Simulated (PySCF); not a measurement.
Gas-phase reaction: Si2O2 + SiF4 = Si + 2 SiOF2

Method: PySCF energies (xtb for GFN2) plus ideal-gas RRHO corrections (1 bar). † marks an energy on the PBE0/def2-TZVP geometry and frequencies; other levels use their own. MP2 freezes the core. 6-31G* has spherical d functions here. Open shells (unrestricted): Si (multiplicity 3, electronic degeneracy 9); the rest are closed-shell singlets. GFN2 has no spin-polarisation term. Spin-orbit splitting is ignored; it lowers the true energy and changes the entropy of Si. B3LYP is the form with VWN-RPA correlation. Si2O2, SiOF2: computed as isolated molecules; such fragments, hydroxides, amides, oligomers or adducts are transient or little studied in the gas. MP2 isn't extrapolated to the basis-set limit; its ΔH°(298 K) is 623.6 kJ in def2-SVP and 651.5 kJ in def2-TZVPP. The harmonic model lacks anharmonicity and excited electronic states, which grow with temperature; levels with a mode under 35 cm⁻¹ are left out.

| level | ΔE electronic, kJ | ΔH°(298 K), kJ | ΔS°(298 K), J/K | ΔG°(1200 K), kJ |
|---|---|---|---|---|
| B3LYP/def2-TZVP† | 651 | 649 | 169 | 448 |
| GFN2-xTB | 364 | 367 | 158 | 182 |
| HF/6-31G* | 616 | 615 | 169 | 413 |
| M06-2X/def2-TZVP† | 715 | 714 | 169 | 513 |
| MP2/def2-SVP† | 625 | 624 | 169 | 423 |
| PBE0/def2-QZVP† | 667 | 665 | 169 | 464 |
| PBE0/def2-SVP† | 663 | 662 | 169 | 461 |
| ωB97X-V/def2-TZVP† | 690 | 689 | 169 | 488 |
ΔH° is lowest at GFN2-xTB and highest at M06-2X/def2-TZVP†. No reference value is set beside these.
